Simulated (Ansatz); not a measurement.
# C₃H₃FS: up Jacob's ladder to CCSD(T)

An exercise on one series of results from a longer session: the logs are not shown, and one member is left open.

Method: functionals in def2-TZVPP, the program's frozen cores in correlated methods; program: Ansatz 0.2.0, Gaussian basis.

The runs, in order: LDA (SPW92), PBE-D4, revPBE-D4, BLYP-D4, r2SCAN-D4, B97M-V, PBE0-D4, B3LYP-D4, r2SCANh-D4, r2SCAN0-D4, HSE06-D4, BHLYP-D4, CAM-B3LYP-D4, LC-ωPBE, ωB97X-V, ωB97M-V, B2PLYP, PBE-QIDH; CCSD(T)/def2-SVP; CCSD(T)/def2-TZVPP; MP2/def2-QZVPP; extrapolation to the limit; RPA on PBE.

## Structure used throughout

An earlier PBE0-D4 in a triple-zeta def2 set relaxation fixed the geometry.

SMILES `C=C1SC1F`, 8 atoms, charge 0, spin multiplicity 1.

Atoms are counted from 1 here; the program's logs count them from 0.

Bond lengths: C1–C2 1.318 Å, C1–H6 1.083 Å, C1–H7 1.082 Å, C2–S3 1.735 Å, C2–C4 1.442 Å, S3–C4 1.820 Å, C4–F5 1.351 Å, C4–H8 1.086 Å. Angles: C2–C1–H6 119.8°, C2–C1–H7 121.7°, H6–C1–H7 118.4°, C1–C2–S3 145.0°, C1–C2–C4 145.8°, S3–C2–C4 69.2°, C2–S3–C4 47.8°, C2–C4–S3 63.0°, C2–C4–F5 119.1°, C2–C4–H8 121.9°, S3–C4–F5 118.0°, S3–C4–H8 116.1°, F5–C4–H8 111.0°.

The first run:

Contents of in.yaml:

```yaml
crystal:
  periodic: [false, false, false]
  atoms:
    - {symbol: C, position_ang: [-0.031537, 1.391610, 0.301756]}
    - {symbol: C, position_ang: [0.314666, 0.155926, -0.000284]}
    - {symbol: S, position_ang: [1.612972, -0.867853, -0.524639]}
    - {symbol: C, position_ang: [-0.139447, -1.202986, -0.166089]}
    - {symbol: F, position_ang: [-0.953178, -1.501221, -1.202380]}
    - {symbol: H, position_ang: [-1.053931, 1.611089, 0.585081]}
    - {symbol: H, position_ang: [0.679853, 2.206313, 0.267319]}
    - {symbol: H, position_ang: [-0.337296, -1.849978, 0.683437]}
basis:
  gaussian: {orbitals: def2-TZVPP}
hamiltonian: {xc: lda}
output: {orbitals: {seedname: orbitals}}
```

Command:

```console
$ ansatz run in.yaml --threads 2 --pin off --events-out ev --progress --plain --max-ram 4352MiB
```

Among the steps run: LDA; PBE-D4 (GGA); revPBE-D4 (GGA); BLYP-D4 (GGA); r2SCAN-D4 (meta-GGA); B97M-V (meta-GGA); PBE0-D4 (hybrid); B3LYP-D4 (hybrid); r2SCANh-D4 (hybrid); r2SCAN0-D4 (hybrid); HSE06-D4 (hybrid); BHLYP-D4 (hybrid); CAM-B3LYP-D4 (range-separated); LC-ωPBE (range-separated); ωB97X-V (range-separated); ωB97M-V (range-separated); B2PLYP (double hybrid); PBE-QIDH (double hybrid).

One table of the session follows, with a row left open; its other results are not shown here.

It belongs to the step «Orbital energies across the functionals». 

| functional | HOMO (eV) | gap (eV) |
| --- | --- | --- |
| LDA (SPW92) | -5.96 | 4.14 |
| PBE-D4 | -5.79 | 4.19 |
| revPBE-D4 | -5.72 | 4.21 |
| BLYP-D4 | -5.62 | 4.16 |
| r2SCAN-D4 | -5.99 | 4.57 |
| B97M-V | -6.02 | 4.68 |
| PBE0-D4 | ? | ? |
| B3LYP-D4 | -6.65 | 5.79 |
| r2SCANh-D4 | -6.40 | 5.32 |
| r2SCAN0-D4 | -7.01 | 6.45 |
| HSE06-D4 | -6.48 | 5.44 |
| BHLYP-D4 | -7.82 | 8.24 |
| CAM-B3LYP-D4 | -8.13 | 8.59 |
| LC-ωPBE | -9.47 | 11.04 |
| ωB97X-V | -9.10 | 10.62 |
| ωB97M-V | -8.96 | 10.40 |

**Question.** Estimate the row for PBE0-D4.

**Answer.** HOMO (eV): -6.87; gap (eV): 6.22. In the column «HOMO (eV)» it lies between r2SCAN0-D4 (-7.01) and B3LYP-D4 (-6.65).
